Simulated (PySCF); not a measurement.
Calculation: CAM-B3LYP-D3(BJ)/def2-TZVP (PySCF). Isolated molecules, 0 K electronic values unless said otherwise. 

Reference species (SMILES): `[Al]([NH2])[F]` (neutral, multiplicity 2).

- dipole moment = 2.26 D
- highest occupied spin orbital = -7.38 eV

Changed species: `[NH2]` (radical fragment; the reference has radical fragment).

Give the shifts of the dipole moment and highest occupied spin orbital.

the dipole moment falls by 0.28 D, to 1.98 D; the highest occupied spin orbital falls by 2.80 eV, to -10.18 eV.
